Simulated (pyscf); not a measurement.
O=Mg (SMILES [O]=[Mg]) + CH₄ (SMILES C) -> H₃C–Mg–OH (SMILES [CH3][Mg][OH]), an addition across a multiple bond or ene-type step (singlet surface; C–H broken, C–Mg, H–O formed). Structures and frequencies: ωB97X-D3(BJ)/def2-SVP in PySCF. Correlated levels are frozen-core, on RHF or UHF. ΔMP2 is the change of the MP2 total energy from the triple- to the quadruple-zeta basis. Energies in kcal/mol from the separated reactants.

Small-basis levels: PySCF, no dispersion term, spherical d functions. 

Question: Quick MP2/6-31G* single points give ΔE‡ = 17.2 kcal/mol and ΔE = -60.3 kcal/mol. What does CCSD(T)/def2-TZVPP + ΔMP2(QZVPP) give, and how far is the quick result from it?

Answer: CCSD(T)/def2-TZVPP + ΔMP2(QZVPP) gives ΔE‡ = 9.9 kcal/mol and ΔE = -75.2 kcal/mol. MP2/6-31G* lies 7.3 kcal/mol over it in the barrier and 14.9 kcal/mol over it in the reaction energy, so on this step it does not hold to within 3.0 kcal/mol. CCSD(T)/def2-TZVPP + ΔMP2(QZVPP) has limits of its own. On the reactant side the descent ends in a complex, 6.5 kcal/mol under the separated species and 10.9 kcal/mol under the saddle at ωB97X-D3(BJ)/def2-TZVP. At the saddle there is also a short H–Mg contact that neither side keeps. At ωB97X-D3(BJ)/def2-TZVP the barrier from the zero used here is 4.4 kcal/mol. One saddle was located; it need not be the lowest between these sides. 2 of the closed-shell references are unstable towards spin polarisation; treat their single-reference values with care. The CCSD(T) − MP2 part came from Ansatz, without density fitting, on the same reference. The frozen core leaves the outer d or s,p core shells of the metals and heavy elements correlated in the MP2 and CC values, and def2-TZVPP describes them poorly, which can shift differences by a few kcal/mol.
